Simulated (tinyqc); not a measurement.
Inside a calculation (part 2 of 2). Method: RKS/PBE0 in the sto-3g basis, for OH-, spin multiplicity 1. The basis has no diffuse functions, so it cannot describe the extra electron: this is an exercise in the method, not the real anion. Computed by tinyqc, a small Python program that keeps every step (integrals from PySCF). Command: `OMP_NUM_THREADS=1 python tinyqc.py 28071 28072 out.jsonl` (the two numbers bound the seeds that draw the settings). One thread of a shared host (Intel(R) Xeon(R) Processor @ 2.60GHz), about 0.6 s of CPU time with the checks.

Geometry (angstrom):
```
atom        x        y        z
O     0.00000  0.00000  0.00000
H     0.00000  0.00000  1.20500
```

## Populations, bond orders and dipole

D after iteration 24, lower triangle:
```
           1O 1s     1O 2s   1O 2px   1O 2py   1O 2pz    2H 1s
1O 1s    2.11696
1O 2s   -0.49973   2.16176
1O 2px   0.00000   0.00000  2.00000
1O 2py   0.00000   0.00000  0.00000  2.00000
1O 2pz   0.07957  -0.39109  0.00000  0.00000  0.52682
2H 1s    0.02157  -0.27401  0.00000  0.00000  0.76301  1.15109
```

overlap S, lower triangle:
```
          1O 1s    1O 2s   1O 2px   1O 2py   1O 2pz    2H 1s
1O 1s   1.00000
1O 2s   0.23670  1.00000
1O 2px  0.00000  0.00000  1.00000
1O 2py  0.00000  0.00000  0.00000  1.00000
1O 2pz  0.00000  0.00000  0.00000  0.00000  1.00000
2H 1s   0.02997  0.32804  0.00000  0.00000  0.30040  1.00000
```

Mulliken: Z minus the diagonal of D S on the atom; Loewdin: the same with S^(1/2) D S^(1/2); Mayer order: 2 sum_s sum (D(s) S)_ij (D(s) S)_ji over the two atoms.

Charges (e):
```
atom  Mulliken   Loewdin
1O    -0.70894  -0.71667
2H    -0.29106  -0.28333
```

Mayer bond orders:
```
pair    order
2-1   0.91528
```

dipole moment about the origin, x y z (debye): 0.00000  0.00000  -1.14190
